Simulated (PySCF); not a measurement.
**LiAl: from the state search to spectroscopic constants**

One table from this session's results is given with a row withheld; the runs are named, their logs left out.

Program: PySCF 2.14.0. Level of theory: Li def2-SVP, Al def2-SVP, no relativity. These are calculated values, not measurements.

Set-up of the first run:

A driver script around PySCF takes these settings:

```json
{"atoms": "Li, Al", "charge": "0", "basis": "Li def2-SVP, Al def2-SVP", "Hamiltonian": "no relativity", "basis functions": "27", "electrons treated": "16", "masses in u": "7.0160, 26.9815", "levels": "PBE0, PBE, r²SCAN, TPSS, r²SCAN0, PBEsol, HF, MP2, SCS-MP2, CCSD, CCSD(T)", "grid": "80 radial by 434 angular points", "occupations": "held fixed by the projection of orbital angular momentum", "dissociation limit": "Li + Al, each in its ground configuration", "starting distance in angstrom": "2.480", "values of 2S to try": "0, 2"}
```

Launch:

```
$ OMP_NUM_THREADS=1 python dia.py task.json out
```

Steps of the session up to this table: Set-up; PBE0 along the bond; Other states along the same grid; PBE (GGA); r²SCAN; TPSS (meta-GGA); r²SCAN0 (hybrid meta-GGA); PBEsol (GGA); RHF; MP2 and coupled cluster.

One table of the session follows, with a row left open; its other results are not shown here.

It belongs to the step «The curves together». Energy (eV) from each level's lowest point:

| R (Å) | RHF | RHF-MP2 | RHF-SCS-MP2 | RHF-CCSD | RHF-CCSD(T) |
| --- | --- | --- | --- | --- | --- |
| 2.524 | 0.259 | 0.218 | 0.219 | n/a | n/a |
| 2.642 | 0.126 | 0.101 | 0.102 | 0.085 | 0.084 |
| 2.759 | 0.046 | 0.034 | 0.035 | 0.027 | 0.026 |
| 2.847 | 0.014 | 0.008 | 0.009 | 0.006 | 0.006 |
| 2.935 | 0.000 | 0.000 | 0.000 | 0.000 | 0.000 |
| 3.023 | 0.001 | 0.005 | 0.005 | 0.006 | 0.006 |
| 3.140 | ? | ? | ? | ? | ? |
| 3.287 | 0.073 | 0.081 | 0.077 | 0.076 | 0.073 |
| 3.463 | 0.159 | 0.164 | 0.157 | 0.148 | 0.142 |
| 3.698 | 0.302 | 0.298 | 0.287 | n/a | n/a |

**Question.** Estimate the row for R (Å) = 3.140.

Worked estimate for «RHF». A straight line through the neighbours (3.023, 0.001) and (3.287, 0.073) gives 0.001 + (0.073 − 0.001) × (3.140 − 3.023) / (3.287 − 3.023) = 0.033; a parabola fitted to 4 rows on both sides gives 0.024.

**Answer.** RHF: 0.022; RHF-MP2: 0.030; RHF-SCS-MP2: 0.028; RHF-CCSD: 0.030; RHF-CCSD(T): 0.028. In «RHF» the line misses by +0.011 and the parabola by +0.002.
